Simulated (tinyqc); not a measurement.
A ladder of methods, and size consistency: correlation methods against full CI in the sto-3g basis, for H2O, spin multiplicity 1. Computed by the program tinyqc with PySCF. All electrons correlated; +Q is the Davidson correction (1 - c0^2) E_corr. The last columns treat two copies 100 angstrom apart as one system. FCI is the lowest singlet.

Geometry (angstrom):
```
atom       x        y       z
O     0.0000   0.0000  0.0000
H     0.0000   0.8650  0.5750
H     0.0000  -0.8910  0.5930
```

RHF energy of one = -74.948722 hartree

Correlation energies (hartree):
```
method   E_corr of one  share of FCI (%)  E_corr of two at 100 angstrom  two minus twice one (mhartree)
MP2          -0.043098           69.3160                      -0.086197                          0.0000
CISD         -0.060872           97.9014                      -0.117499                          4.2447
CISD+Q       -0.063159          101.5798                      -0.125390                          0.9283
CCSD         -0.061966           99.6607                      -0.123932                          0.0000
CCSD(T)      -0.062081           99.8467                      -0.124163                          0.0000
FCI          -0.062177          100.0000                              -                               -
```

What does the comparison show, and why?

MP2 recovers 69 %, CISD 97.9 % and CCSD 99.7 % of the FCI value (c0^2 = 0.962 in CISD). MP2 and coupled cluster are size consistent, so their last column vanishes; CISD loses 4.24 mhartree, since a double excitation on each copy is a quadruple of the pair, and the Davidson correction leaves +0.93.
